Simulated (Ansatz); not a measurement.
A calculation on body-centred tetragonal In returned lattice constant a 3.303 Å, lattice parameter c 5.035 Å.

For reference: lattice constant a 3.252 Å (measured, 293 K, no zero-point or thermal correction; as tabulated in Wikipedia's data pages); lattice parameter c 4.947 Å (measured, 293 K, not corrected to a static lattice; as tabulated in Wikipedia's data pages).

### Question
Which level of theory produced these numbers?
A) PBE (Ansatz (an electronic-structure program))
B) PBEsol+SOC (Ansatz)
C) r²SCAN+rVV10 (Ansatz)
D) PBE0 (Ansatz)

### Answer
A, PBE (Ansatz)

The others give: PBE0 3.253 Å, 5.014 Å; r²SCAN+rVV10 3.223 Å, 4.943 Å; PBEsol+SOC 3.220 Å, 4.919 Å.

Unless a cell is named, each level is at its own relaxed cell (PBE 27.47, PBE0 26.53, PBEsol+SOC 25.51, r²SCAN+rVV10 25.67 Å³/atom).

Ansatz's density-functional and Hartree–Fock values are scalar-relativistic unless marked +SOC, with PAW data made under PBE.
